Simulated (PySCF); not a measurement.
Cubic BN, treated with PBE0 in PySCF (GTH pseudopotentials, Gaussian basis).

The same calculation (at the measured cell, 5.910 Å³/atom) with different numerical settings; throughout: k mesh 2×2×2:

```csv
run,basis,gap on the mesh (eV),total energy (eV/atom),rough time
1,DZ,6.736,-173.9530,3 core-min
2,TZ,6.766,-174.1050,6 core-min
3,QZ,6.780,-174.1390,20 core-min
```

In the column total energy (eV/atom) the first row differs from the last by +0.1860 and the next to last by +0.0340.

The last row is no converged limit: other settings stay fixed.
